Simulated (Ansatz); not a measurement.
**C2H6S: basis-set convergence**

The task here is to estimate one member of a computed series from the others.

Method: one geometry, several basis sets; program: Ansatz 0.2.0, Gaussian basis.

The runs, in order: PBE0-D4/def2-SVP; ωB97M-V/def2-SVP; PBE0-D4/def2-QZVPP; ωB97M-V/def2-QZVPP; the functionals' def2-TZVPP values are taken from earlier runs.

## The relaxed structure

All runs share one geometry, relaxed beforehand with PBE0-D4 in a triple-zeta def2 set.

SMILES `CCS`, 9 atoms, charge 0, spin multiplicity 1.

Atoms are counted from 1 here; the program's logs count them from 0.

Bond lengths: C1–C2 1.514 Å, C1–H4 1.091 Å, C1–H5 1.094 Å, C1–H6 1.093 Å, C2–S3 1.813 Å, C2–H7 1.093 Å, C2–H8 1.092 Å, S3–H9 1.343 Å. Angles: C2–C1–H4 111.0°, C2–C1–H5 110.6°, C2–C1–H6 111.0°, H4–C1–H5 108.5°, H4–C1–H6 107.8°, H5–C1–H6 107.8°, C1–C2–S3 114.1°, C1–C2–H7 110.8°, C1–C2–H8 111.5°, S3–C2–H7 104.0°, S3–C2–H8 109.0°, H7–C2–H8 106.9°, C2–S3–H9 96.8°.

The first run:

Contents of in.yaml:

```yaml
crystal:
  periodic: [false, false, false]
  atoms:
    - {symbol: C, position_ang: [-0.671145, 0.347572, -0.584717]}
    - {symbol: C, position_ang: [0.649243, -0.226460, -0.116323]}
    - {symbol: S, position_ang: [0.547656, -1.138618, 1.446896]}
    - {symbol: H, position_ang: [-1.423904, -0.436144, -0.685078]}
    - {symbol: H, position_ang: [-0.552924, 0.841948, -1.553544]}
    - {symbol: H, position_ang: [-1.050715, 1.087285, 0.124054]}
    - {symbol: H, position_ang: [1.026432, -0.964111, -0.828822]}
    - {symbol: H, position_ang: [1.413186, 0.548149, -0.027798]}
    - {symbol: H, position_ang: [0.150572, -0.105921, 2.208033]}
basis:
  gaussian: {orbitals: def2-SVP}
hamiltonian: {xc: pbe0, dispersion: d4}
output: {orbitals: {seedname: orbitals}}
```

Command:

```sh
$ ansatz run in.yaml --threads 4 --pin off --events-out ev --progress --plain --max-ram 10444MiB
```

Among the steps run: PBE0-D4 in def2-SVP; ωB97M-V in def2-SVP; PBE0-D4 in def2-QZVPP; ωB97M-V in def2-QZVPP.

One table of the session follows, with a row left open; its other results are not shown here.

It belongs to the step «Density functionals: the series». 

```
functional       basis  HOMO (eV)  LUMO (eV)
   PBE0-D4    def2-SVP      -6.59       1.10
   PBE0-D4  def2-TZVPP      -6.76       0.52
   PBE0-D4  def2-QZVPP      -6.80       0.26
   ωB97M-V    def2-SVP      -8.82       3.00
   ωB97M-V  def2-TZVPP      -9.00       2.22
   ωB97M-V  def2-QZVPP          ?          ?
```

Estimate the missing values for ωB97M-V, def2-QZVPP.

**Answer.** HOMO (eV): -9.05; LUMO (eV): 1.68. In the column «HOMO (eV)» it is the lowest.
